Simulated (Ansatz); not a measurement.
A made-up structure of SiNH4S (charge -1), singlet:

N1  (-0.767, 0.273, -0.811)
Si2  (0.576, -0.028, 0.316)
S3  (0.202, -1.142, 1.986)
H4  (-1.531, 0.737, -0.330)
H5  (-1.151, -0.608, -1.141)
H6  (0.110, -2.272, 2.737)
H7  (1.617, -0.609, -0.610)
(Å)

It is relaxed with PBE-D4/def2-SVPD and then PBE0-D4/def2-TZVPD (Ansatz 0.2.0). Atoms count as bonded within 1.22 times the sum of their covalent radii (H–H: 0.88 Å). The end point is not checked to be a true minimum.

Question: Does its bonding change? (A judgement: the text doesn't fix the answer.)

Answer: Computed: No: no bond forms or breaks.

Where it ends: The first stage lowers the energy by 1.53 eV in 11 steps. It ends as SiNH₄S ([NH2][SiH][SH]), total charge -1:
```xyz
7
angstrom
N -0.7662 0.0990 -0.6946
Si 0.7067 0.2820 0.3230
S 0.2476 -0.9032 2.2551
H -1.5063 0.7388 -0.4377
H -1.1685 -0.8286 -0.7653
H 0.0700 -2.1546 1.7868
H 1.4722 -0.8836 -0.3200
```

Labels in which every atom is bracketed show which atoms are joined, not bond orders.

For scale, one of the runs: PBE0-D4/def2-TZVPD relaxation, 162 basis functions, launched by `ansatz run in.yaml --threads 2 --pin off --events-out ev --progress --plain --max-ram 4352MiB`. Hardware: 2 CPU threads of an Arm Neoverse V1, shared host. Wall time about 29 s.
